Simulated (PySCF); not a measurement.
Geometries of 2 isomers of C6H10, from PySCF 2.14.0, PBE0-D3(BJ)/def2-SVP geometry optimisation, gas phase. One conformer each, no zero-point energy, no frequencies.

Question: Which is lower in electronic energy at this level?
A.
```xyz
16
angstrom
C      1.135    0.394   -0.678
C      1.026   -0.914    0.120
C     -0.395   -0.924    0.649
C     -1.496   -0.576   -0.311
C     -0.924    0.487    0.582
C      0.170    1.369    0.013
H      0.823    0.228   -1.721
H      2.165    0.779   -0.724
H      1.725   -0.904    0.974
H      1.273   -1.799   -0.489
H     -0.633   -1.575    1.494
H     -2.497   -0.941   -0.068
H     -1.285   -0.548   -1.385
H     -1.557    0.888    1.378
H     -0.207    2.144   -0.674
H      0.676    1.890    0.842
```
B.
```xyz
16
angstrom
C     -1.953    0.570    1.342
C     -0.950    0.205    0.520
C     -1.244   -0.547   -0.747
C      0.422    0.567    0.887
C      1.599    0.325    0.279
C      1.901   -0.408   -0.993
H     -1.760    1.116    2.270
H     -2.994    0.334    1.110
H     -0.824   -0.038   -1.627
H     -2.327   -0.650   -0.896
H     -0.811   -1.559   -0.721
H      0.482    1.140    1.820
H      2.476    0.742    0.787
H      1.682    0.210   -1.881
H      2.969   -0.664   -1.045
H      1.333   -1.342   -1.101
```

Answer: A. That is `C1[C@@H]2[C@@H](C2)CC1`, 17.5 kcal/mol below the other.

```csv
SMILES,atoms numbered as above,E (Eh),relative (kcal/mol),relative (kJ/mol),dipole (D)
C1C[C@@H]2C[C@@H]2C1,[CH2:1]1[CH2:2][C@@H:3]2[CH2:4][C@@H:5]2[CH2:6]1,-234.19735,0.0,0.0,0.19
C=C(C)/C=C\C,[CH2:1]=[C:2]([CH3:3])/[CH:4]=[CH:5]\[CH3:6],-234.16941,17.5,73.4,0.74
```

As drawn, the lower has a three-membered ring, which the higher lacks; the higher has a C=C bond outside aromatic rings, which the lower lacks.
